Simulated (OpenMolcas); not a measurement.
**Potential curves of AlSi: spin-free states**

Calculated with OpenMolcas 26.06: state-averaged CASSCF(7,8) over Si 3s 3p, Al 3s 3p, XMS-CASPT2 (IPEA 0.25, imaginary shift 0.2 hartree), scalar X2C, ANO-RCC-VTZP, then RASSI spin–orbit state interaction with atomic mean-field integrals. C2 symmetry about the axis (a holds Σ, Δ, Γ; b holds Π, Φ, H; Σ⁺ and Σ⁻ are not told apart); roots by multiplicity and irrep: 4a 5, 2a 7, 2b 6, 4b 2.

XMS-CASPT2 energies in eV from the lowest point. Curves are followed by energy order within each symmetry, so they are adiabatic and may change character at avoided crossings; Σ⁺ and Σ⁻ are counted together.

```csv
R (Å),(1)4Σ,(2)2Π,(1)4Π,(1)4Δ,(3)4Σ
2.100,0.571,2.232,2.682,4.226,4.348
2.222,0.179,1.627,2.463,3.470,3.582
2.332,0.026,1.338,2.365,3.032,3.136
2.442,0.000,1.215,2.329,2.755,2.851
2.564,0.067,1.265,2.334,2.579,2.666
2.686,0.195,1.421,2.364,2.495,2.665
2.857,0.431,1.684,2.429,2.463,2.754
3.077,0.770,1.994,2.492,2.491,2.794
3.419,1.293,2.320,2.567,2.565,2.797
3.907,1.916,2.511,2.627,2.650,2.802
4.640,2.360,2.584,2.627,2.730,2.753
```

(1) With masses 27.977 and 26.982 u, fit the curves (1)4Σ, (1)4Π near their minima.

Left out for impure symmetry, kinks or missing points, though low: (1)2Π, (1)2Σ, (1)2Δ, (2)2Σ, (2)4Σ, (3)2Π, (3)2Σ, (4)2Σ, (5)2Σ, (2)2Δ. Only roots inside an energy window near the equilibrium distance were included, so the list of states is not complete; labels number the states computed. Each spin and symmetry block has orbitals of its own, averaged over its own roots, so gaps between blocks are less sure than gaps within one and near the minimum can be off by tenths of an eV, in bad cases by more. No Rydberg orbitals are active, so Rydberg states, and σ→σ* states whose orbital the CASSCF left unused, can be missing between those listed. CASPT2 splits the two components of degenerate states numerically, here by up to 138 cm⁻¹. At stretched bonds a block can hold a wrong CASSCF solution and miss its lowest state; points past a visible jump are left out. Points that failed a check (symmetry, reference weights, a jump) are left out.

Results:

(1) At XMS-CASPT2, Te from the lowest curve (the fit fixes ωe to a per cent or two; the method's Re and ωe can be off by some per cent):

```json
{"curve": "(1)4Σ", "Te (cm⁻¹)": "0", "Re (Å)": "2.414", "ωe (cm⁻¹)": "387.6"}
{"curve": "(1)4Π", "Te (cm⁻¹)": "18790", "Re (Å)": "2.485", "ωe (cm⁻¹)": "224.6"}
```
